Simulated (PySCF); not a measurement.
Species: C₃H₅NO.
Atom-mapped SMILES: `[CH2:1]=[N:2][C:3]([CH3:4])=[O:5]` (hydrogens: H6, H7 on C1; H8, H9, H10 on C4)

Cartesian coordinates in Å at the GFN2-xTB level; atoms count from 1:
```
atom  x, y, z in Å
C1     1.5870   -0.1654   -1.0149
N2     0.9501    0.3112   -0.0565
C3    -0.3326    0.7337    0.1279
C4    -1.1687   -0.2989    0.8568
O5    -0.7083    1.8489   -0.1377
H6     1.1551   -0.3762   -1.9947
H7     2.6362   -0.3962   -0.8768
H8    -1.4184   -1.1058    0.1699
H9    -0.6095   -0.7145    1.6903
H10   -2.0820    0.1679    1.2130
```

The closed-shell ground state was solved at several levels (PySCF, density fitting, gas phase, non-relativistic).

| level | basis functions | HOMO (eV) | LUMO (eV) | gap (eV) | dipole (D) |
| --- | --- | --- | --- | --- | --- |
| B3LYP/pcJ-1 | 185 | -7.08 | -1.36 | 5.72 | 3.71 |
| wB97X-D/def2-SVPD | 143 | -9.34 | 0.68 | 10.02 | 3.87 |

**Question.** What might PBE0/pcSseg-1 (110 basis functions) give for the same quantities?

**Answer.** HOMO -7.32 eV, LUMO -1.11 eV, gap 6.21 eV, dipole 3.75 D.

**Question.** Over all these levels, which gives the widest orbital gap and which the narrowest?

**Answer.** wB97X-D/def2-SVPD (range-separated hybrid) has the widest, 10.02 eV, and B3LYP/pcJ-1 (global hybrid, 20 % exact exchange) the narrowest, 5.72 eV. Functional and basis both differ between the two, so the spread mixes both effects.

**Question.** How far do the dipole and the HOMO energy spread over the levels?

**Answer.** The dipole runs from 3.71 to 3.87 D (mean 3.77 D) and the HOMO from -9.34 to -7.08 eV.

One conformer stands for the species.
